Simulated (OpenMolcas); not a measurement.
# singlet [NO2]+: a chain of runs

We compute the energy (UHF/STO-3G), then a single-point energy (CASSCF(4,4)/STO-3G), then the energy (CASPT2(4,4)/STO-3G), then a single-point energy (SC-NEVPT2(4,4)/STO-3G), then the energy (MRCI(4,4)/STO-3G) of singlet [NO2]+. 

The calculation is run with OpenMolcas 26.06.

1 further run of the same task is left out (for a known fault of the program).

**1. Starting point**

[NO2]+ has 3 atoms, charge +1, and is taken as a singlet. SMILES of the parent species: `[O]N=O`. Geometry: relaxed at PBE0-D4/def2-TZVP. That shape belongs to the parent species and isn't relaxed for this state.

Bond lengths: O1–N2 1.183 Å, N2–O3 1.183 Å. Angles: O1–N2–O3 134.8°.

**2. A single-point energy at UHF/STO-3G (run 1)**

mol.xyz reads:

```xyz
3

O      0.209760    -1.082190     0.000620
N     -0.265470    -0.009110    -0.145890
O      0.055690     1.091300     0.145270
```

step1.input reads:

```
>>> EXPORT MOLCAS_PRINT=2

&GATEWAY
 BASLIB=$CurrDir
 COORD=mol.xyz
 BASIS=STO-3G
 GROUP=NoSym

&SEWARD

&SCF
 UHF
 CHARGE=1
 SCRAMBLE=0.25
 PRORBITALS=1 1
```

The basis set STO-3G is read from a file made from the Basis Set Exchange's data (not shown).

On the command line:

```console
$ export MOLCAS_MEM=1860
$ pymolcas step1.input > step1.log
```

Standard output:

```text
--- Start Module: gateway ---
[...]
--- Stop Module: gateway /rc=_RC_ALL_IS_WELL_ ---
--- Start Module: seward ---
[...]
      Basis functions           15
--- Stop Module: seward /rc=_RC_ALL_IS_WELL_ ---
--- Start Module: scf ---
[...]
       Convergence after  48 Iterations
[...]
::    Total SCF energy                               -200.9794185596
[...]
      Total spin, S                                     0.6549093563
[...]
      Total electronic charge=   22.000000
      Total            charge=    1.000000
[...]
      Dipole Moment (debye):
      Origin of the operator (angstrom)=    0.0115    0.0004    0.0063
                   X=  2.9274E-01               Y=  1.0045E-02               Z=  1.6089E-01           Total=  3.3419E-01
      Center of Charge (angstrom)
[...]
--- Stop Module: scf /rc=_RC_ALL_IS_WELL_ ---
[...]
```

Wall time 2.4 s (1 thread of Arm Neoverse V1, shared host); peak memory 0.37 GiB.

**3. A single-point energy at CASSCF(4,4)/STO-3G (run 2)**

mol.xyz is that of step 2.

step2.inp reads:

```
&gateway
baslib
$CurrDir
coord
mol.xyz
basis
STO-3G
group
NoSym
&seward
&rasscf
fileorb
$CurrDir/step1.UnaOrb
spin
1
nactel
4 0 0
inactive
9
ras2
4
orblisting
Nothing
orbappear
Compact
```

The basis set STO-3G is read from a file made from the Basis Set Exchange's data (not shown).

On the command line:

```console
$ export MOLCAS_MEM=1860
$ pymolcas step2.inp > step2.log
```

Standard output:

```text
--- Start Module: gateway ---
[...]
--- Stop Module: gateway /rc=_RC_ALL_IS_WELL_ ---
--- Start Module: seward ---
[...]
      Basis functions           15
--- Stop Module: seward /rc=_RC_ALL_IS_WELL_ ---
--- Start Module: rasscf ---
[...]
      Number of active orbitals                  4
[...]
      Spin quantum number                      0.0
[...]
      Active orbitals                            4
[...]
      Number of CSFs                            20
[...]
      Number of root(s) required                 1
[...]
      Convergence after 14 iterations
[...]
      printout of CI-coefficients larger than  0.05 for root  1
      energy=    -201.050652
      conf/sym  1111     Coeff  Weight
             1  2200  -0.93127 0.86726
             6  2020   0.23689 0.05612
            10  udud  -0.16730 0.02799
            14  0202   0.16316 0.02662
            15  uudd  -0.11143 0.01242
            20  0022  -0.08965 0.00804
      Natural orbitals and occupation numbers for root  1
      sym 1:   1.887927   1.830513   0.171065   0.110494
      ************************************************************************************************************************
      *                                                    Final results                                                     *
[...]
::    RASSCF root number  1 Total energy:   -201.05065151
[...]
      Total electronic charge=   22.000000
      Total            charge=    1.000000
[...]
      Dipole Moment (debye):
      Origin of the operator (angstrom)=    0.0115    0.0004    0.0063
                   X=  9.2430E-02               Y=  3.1612E-03               Z=  5.0795E-02           Total=  1.0552E-01
      Center of Charge (angstrom)
[...]
--- Stop Module: rasscf /rc=_RC_ALL_IS_WELL_ ---
[...]
```

It took 1.8 s on 1 thread of Arm Neoverse V1, shared host; peak memory 0.37 GiB.

**4. A single-point energy at CASPT2(4,4)/STO-3G (run 3)**

mol.xyz is that of step 3.

step3.input reads:

```
>>> EXPORT MOLCAS_PRINT=2

&GATEWAY
 BasLib
 $CurrDir
 Coord
 mol.xyz
 Basis
 STO-3G
 Group
 NoSym

&SEWARD

&RASSCF
 FileOrb
 $CurrDir/step2.RasOrb
 Spin
 1
 Nactel
 4 0 0
 Inactive
 9
 Ras2
 4
 OrbListing
 Nothing
 OrbAppear
 Compact

&CASPT2
 Imaginary
 0.1
 Frozen
 3
```

The basis set STO-3G is read from a file made from the Basis Set Exchange's data (not shown).

On the command line:

```console
$ export MOLCAS_MEM=1860
$ pymolcas step3.input > step3.log
```

Standard output:

```text
--- Start Module: gateway ---
[...]
--- Stop Module: gateway /rc=_RC_ALL_IS_WELL_ ---
[...]
      Basis functions           15
[...]
--- Start Module: rasscf ---
[...]
      Number of active orbitals                  4
[...]
      Spin quantum number                      0.0
[...]
      Active orbitals                            4
[...]
      Number of CSFs                            20
[...]
      Number of root(s) required                 1
[...]
      Convergence after  4 iterations
[...]
      printout of CI-coefficients larger than  0.05 for root  1
      energy=    -201.050652
      conf/sym  1111     Coeff  Weight
             1  2200  -0.93127 0.86726
             6  2020   0.23689 0.05612
            10  udud  -0.16730 0.02799
            14  0202   0.16316 0.02662
            15  uudd  -0.11143 0.01242
            20  0022  -0.08965 0.00804
      Natural orbitals and occupation numbers for root  1
      sym 1:   1.887928   1.830513   0.171066   0.110493
      ************************************************************************************************************************
      *                                                    Final results                                                     *
[...]
::    RASSCF root number  1 Total energy:   -201.05065151
[...]
      Total electronic charge=   22.000000
      Total            charge=    1.000000
[...]
      Dipole Moment (debye):
      Origin of the operator (angstrom)=    0.0115    0.0004    0.0063
                   X=  9.2429E-02               Y=  3.1683E-03               Z=  5.0796E-02           Total=  1.0551E-01
      Center of Charge (angstrom)
[...]
--- Stop Module: rasscf /rc=_RC_ALL_IS_WELL_ ---
--- Start Module: caspt2 ---
[...]
 ###    WARNING: User changed nr of frozen orbitals.                         ###
 ###############################################################################
[...]
      E2 (Variational):          -0.1574518972
      Total energy:            -201.2081034109
[...]
      Reference weight:           0.92830
[...]
::    CASPT2 Root  1     Total energy:   -201.20810341
[...]
--- Stop Module: caspt2 /rc=_RC_ALL_IS_WELL_ ---
[...]
```

Wall time 1.7 s (1 thread of Arm Neoverse V1, shared host); peak memory 0.37 GiB.

**5. A single-point energy at SC-NEVPT2(4,4)/STO-3G (run 4)**

mol.xyz is that of step 4.

step4.inp reads:

```
&GATEWAY
  BasLib = $CurrDir
  Coord = mol.xyz
  Basis = STO-3G
  Group = NoSym

&SEWARD

&RASSCF
  FileOrb = $CurrDir/step2.RasOrb
  Spin = 1
  Nactel = 4 0 0
  Inactive = 9
  Ras2 = 4
  OrbListing = Nothing
  OrbAppear = Compact

&CASPT2
  SC-NEVPT2
  Frozen = 3
```

The basis set STO-3G is read from a file made from the Basis Set Exchange's data (not shown).

On the command line:

```console
$ export MOLCAS_MEM=1860
$ pymolcas step4.inp > step4.log
```

Standard output:

```text
--- Start Module: gateway ---
[...]
--- Stop Module: gateway /rc=_RC_ALL_IS_WELL_ ---
[...]
      Basis functions           15
[...]
--- Start Module: rasscf ---
[...]
      Number of active orbitals                  4
[...]
      Spin quantum number                      0.0
[...]
      Active orbitals                            4
[...]
      Number of CSFs                            20
[...]
      Number of root(s) required                 1
[...]
      Convergence after  4 iterations
[...]
      printout of CI-coefficients larger than  0.05 for root  1
      energy=    -201.050652
      conf/sym  1111     Coeff  Weight
             1  2200  -0.93127 0.86726
             6  2020   0.23689 0.05612
            10  udud  -0.16730 0.02799
            14  0202   0.16316 0.02662
            15  uudd  -0.11143 0.01242
            20  0022  -0.08965 0.00804
      Natural orbitals and occupation numbers for root  1
      sym 1:   1.887928   1.830513   0.171066   0.110493
      ************************************************************************************************************************
      *                                                    Final results                                                     *
[...]
::    RASSCF root number  1 Total energy:   -201.05065151
[...]
      Total electronic charge=   22.000000
      Total            charge=    1.000000
[...]
      Dipole Moment (debye):
      Origin of the operator (angstrom)=    0.0115    0.0004    0.0063
                   X=  9.2429E-02               Y=  3.1683E-03               Z=  5.0796E-02           Total=  1.0551E-01
      Center of Charge (angstrom)
[...]
--- Stop Module: rasscf /rc=_RC_ALL_IS_WELL_ ---
--- Start Module: caspt2 ---
[...]
 ###    WARNING: User changed nr of frozen orbitals.                         ###
 ###############################################################################
[...]
      E2 (Variational):          -0.1413700945
[...]
      E2 (Variational):          -0.1411462258
      Total energy:            -201.1917977395
[...]
      Reference weight:           0.94549
[...]
::    SC-NEVPT2 Root  1     Total energy:   -201.19179774
[...]
--- Stop Module: caspt2 /rc=_RC_ALL_IS_WELL_ ---
[...]
```

It took 1.6 s on 1 thread of Arm Neoverse V1, shared host; peak memory 0.37 GiB.

**6. A single-point energy at MRCI(4,4)/STO-3G (run 5)**

mol.xyz is that of step 5.

step5.inp reads:

```
* NO2 MRCI
>>> EXPORT MOLCAS_PRINT=2
&GATEWAY
BasLib=$CurrDir
Coord=mol.xyz
Basis=STO-3G
Group=NoSym
&SEWARD
&RASSCF
FileOrb=$CurrDir/step2.RasOrb
Spin=1
Nactel=4 0 0
Inactive=9
Ras2=4
OrbListing=Nothing
OrbAppear=Compact
&MOTRA
LumOrb
Frozen=3
&GUGA
Electrons=16
Spin=1
Inactive=6
Active=4
CIAll=1
&MRCI
SDCI
```

The basis set STO-3G is read from a file made from the Basis Set Exchange's data (not shown).

On the command line:

```console
$ export MOLCAS_MEM=1860
$ pymolcas step5.inp > step5.log
```

Standard output:

```text
--- Start Module: gateway ---
[...]
--- Stop Module: gateway /rc=_RC_ALL_IS_WELL_ ---
[...]
      Basis functions           15
[...]
      Number of active orbitals                  4
[...]
      Spin quantum number                      0.0
[...]
      Active orbitals                            4
[...]
      Number of CSFs                            20
[...]
      Number of root(s) required                 1
[...]
      Convergence after  4 iterations
[...]
      printout of CI-coefficients larger than  0.05 for root  1
      energy=    -201.050652
      conf/sym  1111     Coeff  Weight
             1  2200  -0.93127 0.86726
             6  2020   0.23689 0.05612
            10  udud  -0.16730 0.02799
            14  0202   0.16316 0.02662
            15  uudd  -0.11143 0.01242
            20  0022  -0.08965 0.00804
      Natural orbitals and occupation numbers for root  1
      sym 1:   1.887928   1.830513   0.171066   0.110493
      ************************************************************************************************************************
      *                                                    Final results                                                     *
[...]
::    RASSCF root number  1 Total energy:   -201.05065151
[...]
      Dipole Moment (debye):
      Origin of the operator (angstrom)=    0.0115    0.0004    0.0063
                   X=  9.2429E-02               Y=  3.1683E-03               Z=  5.0796E-02           Total=  1.0551E-01
      Center of Charge (angstrom)
[...]
      *** WARNING: Default frozen orbitals is overwritten by user input.
      *** Default values:   3
[...]
--- Start Module: guga ---
[...]
--- Stop Module: guga /rc=_RC_ALL_IS_WELL_ ---
--- Start Module: mrci ---
[...]
       (But an ACPF correction will be computed)
       USE THE DEFAULT ACPF G-VALUE GFAC=  0.12500000000000000
[...]
                      CI ENERGY:  -201.21283974
[...]
                ACPF CORRECTION:    -0.01255328
[...]
      Total electronic charge=   22.000000
      Total            charge=    1.000000
[...]
     ACPF CORRECTION:     -0.01255328
[...]
  CI State   1     Total energy:   -201.21283974     QDav:     -0.01450701     QACPF:     -0.01255328
[...]
--- Stop Module: mrci /rc=_RC_ALL_IS_WELL_ ---
[...]
```

It took 2.8 s on 1 thread of Arm Neoverse V1, shared host; peak memory 0.37 GiB.

**7. Outcome**

```
                                  quantity          value
           run 1, UHF/STO-3G: total energy  -200.97942 Eh
            run 1, UHF/STO-3G: HOMO energy      -24.13 eV
            run 1, UHF/STO-3G: LUMO energy       -6.22 eV
          run 1, UHF/STO-3G: HOMO–LUMO gap       17.91 eV
                   run 1, UHF/STO-3G: ⟨S²⟩          1.084
   run 2, CASSCF(4,4)/STO-3G: total energy  -201.05065 Eh
   run 3, CASPT2(4,4)/STO-3G: total energy  -201.20810 Eh
run 4, SC-NEVPT2(4,4)/STO-3G: total energy  -201.19180 Eh
     run 5, MRCI(4,4)/STO-3G: total energy  -201.21284 Eh
```

**Reading.** ⟨S²⟩ (run 1, UHF/STO-3G) is 1.08 where a pure singlet has 0.00: the reference is spin-contaminated.
